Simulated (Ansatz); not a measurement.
# Worked example: vertical ionisation energy of AlHCl2 (SMILES [H][Al]([Cl])[Cl])

AlHCl2 has 4 atoms, charge 0, and is taken as a singlet. SMILES: `[H][Al]([Cl])[Cl]`. Geometry: a GFN2-xTB relaxation, a rough one for these elements and not checked as a minimum.

Both states at this one shape; open shells run unrestricted unless said. 1 Eh = 27.2114 eV.

```
       level  program  singlet AlHCl2 (Eh)  doublet [AlHCl2]+ (Eh)
SVWN5/STO-3G   Ansatz         -1146.495446            -1146.155015
 PBE0/STO-3G   Ansatz         -1150.262540            -1149.902310
```

Task: Work out the vertical ionisation energy at each level.

Result: 
1. SVWN5/STO-3G: -1146.155015 − (-1146.495446) = 0.340431 Eh = 9.26 eV.
2. PBE0/STO-3G: -1149.902310 − (-1150.262540) = 0.360230 Eh = 9.80 eV.

No measured value is set beside it here; the levels span 9.26 to 9.80 eV. Minimal sets are far from the basis-set limit.
